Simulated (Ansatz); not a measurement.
Cost and result for the atomization energy of C3H7NOS, SMILES `CN1CSC1O` (13 atoms, 13 bonds).

```
atom   x (Å)   y (Å)   z (Å)
  C1  -0.969  -0.380  -1.074
  N2  -0.287  -0.150   0.175
  C3   0.677  -1.142   0.621
  S4   1.749   0.136   1.349
  C5   0.532   1.035   0.282
  O6  -0.098   2.140   0.794
  H7  -1.614  -1.257  -0.987
  H8  -0.278  -0.539  -1.918
  H9  -1.603   0.480  -1.301
 H10   1.183  -1.664  -0.202
 H11   0.280  -1.870   1.331
 H12   0.998   1.362  -0.656
 H13  -0.569   1.850   1.586
```

Charge 0, multiplicity 1. The geometry is a stationary point of PBE0-D4/def2-TZVP. It is one conformer, not always the lowest. Program: Ansatz. All runs use 2 threads of an AMD EPYC 7R13 on a shared host and a share of an NVIDIA H100 80 GB. Times are those of one run each, without the atoms' runs, and a repeat can differ threefold. Electronic energies, without spin–orbit coupling; frozen cores. CCSD(T)/CBS adds CCSD(T) − MP2 in def2-TZVPP to the MP2 limit, and its time is that of the two runs behind it. T1 = 0.012. B3LYP takes the VWN-RPA correlation (the form of Gaussian; ORCA's B3LYP/G).

CCSD(T)/CBS is a level of theory with its own doubt, some kJ/mol a heavy atom from the limit and from the frozen cores, so smaller differences don't rank the functionals.

| level | functions | wall time |
| --- | --- | --- |
| PBE-D4/def2-TZVPP (with forces) | 295 | 2.3 s |
| B3LYP-D4/def2-TZVPP (with forces) | 295 | 2.3 s |
| PBE0-D4/def2-TZVPP | 295 | 2.5 s |
| B2PLYP/def2-TZVPP | 295 | 2.5 s |
| r2SCAN-D4/def2-TZVPP (with forces) | 295 | 2.8 s |
| ωB97X-V/def2-TZVPP | 295 | 3.3 s |
| ωB97M-V/def2-TZVPP (with forces) | 295 | 3.6 s |
| MP2/def2-QZVPP | 565 | 3.8 s |
| CCSD(T)/def2-TZVPP | 295 | 4.8 s |
| CCSD(T)/CBS(def2) | – | 8.6 s |

**Question.** What atomization energy does each give, and how far from CCSD(T)/CBS? (An estimate is asked.)

**Answer.** Computed: 
| level | atomization (kcal/mol) | difference from CCSD(T)/CBS | per bond |
| --- | --- | --- | --- |
| PBE-D4/def2-TZVPP (with forces) | 1226.9 | 42.0 | 3.2 |
| B3LYP-D4/def2-TZVPP (with forces) | 1185.1 | 0.2 | 0.0 |
| PBE0-D4/def2-TZVPP | 1197.2 | 12.3 | 0.9 |
| B2PLYP/def2-TZVPP | 1170.8 | -14.1 | -1.1 |
| r2SCAN-D4/def2-TZVPP (with forces) | 1188.1 | 3.2 | 0.2 |
| ωB97X-V/def2-TZVPP | 1191.8 | 6.9 | 0.5 |
| ωB97M-V/def2-TZVPP (with forces) | 1192.6 | 7.7 | 0.6 |
| MP2/def2-QZVPP | 1195.6 | 10.7 | 0.8 |
| CCSD(T)/def2-TZVPP | 1150.4 | -34.5 | -2.7 |
| CCSD(T)/CBS(def2) | 1184.9 | 0.0 | 0.0 |

The D4 term adds +11.5 kcal/mol with B3LYP and +6.0 kcal/mol with PBE0; it sums over pairs of atoms, weighted by their polarisabilities, and B3LYP, whose exchange is more repulsive, gets the larger term. From PBE to PBE0 (25 % exact exchange), in def2-TZVPP and without D4, the atomization energy moves by −28.5 kcal/mol: exact exchange takes away binding that semilocal exchange gives to molecules. In def2-TZVPP, CCSD(T) changes the Hartree–Fock value by +338.0 kcal/mol (the triples alone add +22.5 kcal/mol) and MP2 by +362.8 kcal/mol; breaking electron pairs costs correlation energy, which Hartree–Fock lacks.
